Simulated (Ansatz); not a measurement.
**CH₄S (triplet): wave-function methods side by side at distance C1–H5 along a hydrogen transfer = 1.141 Å, cc-pVDZ**

One table from this session's results is given with a row withheld; the runs are named, their logs left out.

Program: Ansatz 0.2.0, Gaussian basis. Level of theory: cc-pVDZ, core rule «outside noble gas», up to 6 orbitals frozen. These are calculated values, not measurements.

The runs, in order: UHF; CCSD(T) on ROHF; CCSD(T) on UHF; BCCD(T) on ROHF; CISD; CCSDT(Q) on ROHF; CCSDT(Q) on UHF; CASSCF and MRCISD+Q, 4 electrons in 4 orbitals; CASSCF and NEVPT2, 4 electrons in 4 orbitals.

7 further runs of the same task are left out: 7 that didn't finish.

### The geometry

The geometry derives from fragments relaxed apart (PBE0/def2-TZVP) and kept rigid, so it is no stationary point. A hydrogen atom is moved between rigid fragments.

6 atoms, charge 0, spin multiplicity 3.

Atoms are counted from 1 here; the program's logs count them from 0.

Bond lengths: C1–H2 1.090 Å, C1–H3 1.090 Å, C1–H4 1.090 Å, C1–H5 1.141 Å. Angles: H2–C1–H3 109.5°, H2–C1–H4 109.5°, H2–C1–H5 109.5°, H3–C1–H4 109.5°, H3–C1–H5 109.5°, H4–C1–H5 109.5°.

The first run:

File in.yaml:

```yaml
crystal:
  periodic: [false, false, false]
  atoms:
    - {symbol: C, position_ang: [-1.887353, 0.000000, 0.000000]}
    - {symbol: H, position_ang: [-2.250558, 1.027301, 0.000000]}
    - {symbol: H, position_ang: [-2.250558, -0.513650, 0.889668]}
    - {symbol: H, position_ang: [-2.250558, -0.513650, -0.889669]}
    - {symbol: H, position_ang: [-0.746353, 0.000000, 0.000000]}
    - {symbol: S, position_ang: [0.942647, 0.000000, 0.000000]}
basis:
  gaussian: {orbitals: cc-pVDZ}
magnetization: {spin_polarized: true, initial_magnetization: 2}
hamiltonian: {xc: hf}
output: {orbitals: {seedname: orbitals}}
```

Run with:

```sh
ansatz run in.yaml --threads 1 --pin off --events-out ev --progress --plain --max-ram 2393MiB
```

Steps of the session up to this table: UHF; CCSD(T) on ROHF; CCSD(T) on UHF; BCCD(T) on ROHF; CISD; CCSDT(Q) on ROHF; CCSDT(Q) on UHF; CASSCF and MRCISD+Q, 4 electrons in 4 orbitals; CASSCF and NEVPT2, 4 electrons in 4 orbitals.

One of the session's tables, all rows but one given; the rest of the session is left out.

```
       method  from UCCSDT(Q) (kJ/mol)
         ROHF                   +817.8
          UHF                        ?
         RMP2                   +123.5
         UMP2                   +126.5
         CISD                    +88.2
        RCCSD                    +19.7
        UCCSD                    +19.3
     RCCSD(T)                     +2.9
     UCCSD(T)                     +2.9
      BCCD(T)                     +2.9
       RCCSDT                     +1.0
       UCCSDT                     +0.9
    RCCSDT(Q)                      0.0
    UCCSDT(Q)                        0
  CASSCF pair                   +771.8
  NEVPT2 pair                   +126.1
  MRCISD pair                    +80.5
MRCISD+Q pair                     +7.2
```

Estimate the missing values for UHF.

The run gave: from UCCSDT(Q) (kJ/mol): +801.3. In the column «from UCCSDT(Q) (kJ/mol)» it lies between CASSCF pair (+771.8) and ROHF (+817.8).

To keep in mind: Restricted and unrestricted rows rest on different reference determinants; where their highest levels disagree by more than a few hundredths of an eV, they describe different states and don't form one ladder.
